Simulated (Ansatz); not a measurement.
Input (CCSDT(Q)/cc-pV(D+d)Z; Ansatz, a quantum-chemistry and plane-wave program): A basis named .json is the Basis Set Exchange file of that set.

Ansatz 0.2 input:
```yaml
crystal:
  periodic: [false, false, false]
  atoms:
    - {symbol: C, position_ang: [0.01225366, -0.24478813, -1.08693639]}
    - {symbol: Cl, position_ang: [-0.00641773, 0.12820516, 0.56927130]}
    - {symbol: H, position_ang: [0.96940014, -0.33504208, -1.57184899]}
    - {symbol: H, position_ang: [-0.93382079, -0.37571690, -1.58414476]}
basis:
  gaussian:
    orbitals: cc-pV_D+d_Z.json
magnetization: {spin_polarized: true, initial_magnetization: 1}
correlation: {method: ccsdt_q, electrons: outside_noble_gas}
```

Output:

```
Functional definition: HF
integrals: 0.03 GiB planned
852 factors; integrals over basis functions are off by at most 1.6e-7 eV
mean field: 0.14 GiB planned
mean field evaluation 1: about -13563.7651 eV, gradient 9.0e0 eV
mean field evaluation 2: about -13563.8080 eV, gradient 9.1e0 eV
mean field evaluation 4: about -13564.5363 eV, gradient 1.2e0 eV
mean field evaluation 8: about -13564.5662 eV, gradient 2.0e-1 eV
mean field evaluation 16: about -13564.3815 eV, gradient 2.9e0 eV
mean field -13564.56710612 eV, -498.4886467560 hartree, gradient 1.8e-6 eV, S^2 0.765403; 0 other end points of the search recorded, 0 dependent functions left out
6 core orbitals not correlated
reference -13564.56710612 eV, -498.4886467560 hartree; 7, 6 occupied and 34, 35 virtual orbitals, 852 factors
second order -7.01244901 eV of doubles, -0.00000000 eV of singles
coupled cluster: 0.76 GiB planned
cycle   1  -7.59905844 eV  change   -5.9e-1 eV  update   6.8e-2
cycle   2  -7.94251764 eV  change   -3.4e-1 eV  update   2.8e-2
cycle   3  -8.07623609 eV  change   -1.3e-1 eV  update   1.7e-2
cycle   4  -8.05906521 eV  change    1.7e-2 eV  update   7.2e-3
cycle   5  -8.06322096 eV  change   -4.2e-3 eV  update   3.6e-3
cycle   6  -8.06457349 eV  change   -1.4e-3 eV  update   1.1e-3
cycle   7  -8.06433314 eV  change    2.4e-4 eV  update   3.9e-4
cycle   8  -8.06440667 eV  change   -7.4e-5 eV  update   1.6e-4
cycle   9  -8.06442215 eV  change   -1.5e-5 eV  update   5.5e-5
cycle  10  -8.06436118 eV  change    6.1e-5 eV  update   2.4e-5
cycle  11  -8.06437613 eV  change   -1.5e-5 eV  update   1.1e-5
cycle  12  -8.06437853 eV  change   -2.4e-6 eV  update   4.3e-6
cycle  13  -8.06438088 eV  change   -2.3e-6 eV  update   2.1e-6
cycle  14  -8.06438094 eV  change   -6.8e-8 eV  update   8.3e-7
perturbative correction -0.01413111 eV, -0.0005193088 hartree
Total energy: -13572.64561817 eV, -498.7855265982 hartree
```
